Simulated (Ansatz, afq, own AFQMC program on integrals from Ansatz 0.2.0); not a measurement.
## Si₂GeH₇O₂, doublet in def2-SVP, levels against AFQMC with the constraint released

```csv
atom,x (Å),y (Å),z (Å)
Si,-2.0278,0.5877,1.0894
O,-0.3947,0.8951,1.0472
Ge,1.1059,-0.0362,1.0522
O,1.1253,-1.0604,-0.3933
Si,1.0125,-0.8442,-2.0407
H,-2.7170,1.8066,1.6011
H,-2.5416,0.2670,-0.2765
H,-2.3246,-0.5669,1.9958
H,2.2439,0.9872,0.9792
H,1.1239,-0.9965,2.2465
H,1.4923,-2.1005,-2.7000
H,1.8581,0.3199,-2.4811
```

Basis def2-SVP. Noble-gas cores (and the filled d shells of Ga–Kr and In–Xe) are frozen. AFQMC by an in-house program on the Cholesky factors that Ansatz 0.2.0 writes for its CCSD(T) run. The CISD trial takes its coefficients from CCSD amplitudes. Released means that phaseless walkers are propagated on without the constraint, phases kept. Uncertainties: one standard error, sampling alone. No spin–orbit coupling.

Determinant: UHF, the one that the program's search chose, which needn't be the lowest solution. The geometry is a PBE0/def2-SVP stationary point of this or a neighbouring charge and spin state.

No full CI on the walks' own integrals is used here. The released AFQMC energy serves as the reference, which it does only where one determinant dominates, the energy is flat over the last release times and near the phaseless one (40 meV or 2 meV an electron, half that with transition metals). On small molecules, where full CI could be run and the noise was under 10 meV, such values lay within 10 meV of it in 19 cases of 20, a flattering rate, since the rule was set on those same cases; what remains of the bias isn't in the error bar.

Cautions: no relativity below Rb; no spin-orbit coupling; inner d shell frozen; the released value is read at 0.90 1/Eh with a noise of 24 meV, more than in the cases checked (meV from the phaseless value at times in 1/Eh: 28 ± 21 at 0.21, 27 ± 22 at 0.42, 23 ± 23 at 0.63, -5 ± 24 at 0.90).

- T1 diagnostic: 0.0144
- weight of the determinant in the CISD state: 0.777
- ⟨S²⟩ of the determinant: 0.753
- size of the correlated space: 31 electrons in 105 orbitals

```json
{"level": "MP2", "correlation energy (eV)": "-17.5615"}
{"level": "CCSD", "correlation energy (eV)": "-19.0912"}
{"level": "CCSD(T)", "correlation energy (eV)": "-19.5420"}
```

(1) Estimate where AFQMC with the constraint released lies against CCSD(T) on the same integrals.

(1) 117.1 ± 24.4 meV below CCSD(T).

Reference: AFQMC with the constraint released, correlation energy -19.659 ± 0.024 eV.

```
        level  E − E(reference) (meV)  share of correlation (%)
      CCSD(T)            117.1 ± 24.4                     99.40
ph-AFQMC/CISD              4.8 ± 27.7                     99.98
```

Released energies are given only where the last usable release times agree within the noise; a slower fall can still hide under it.
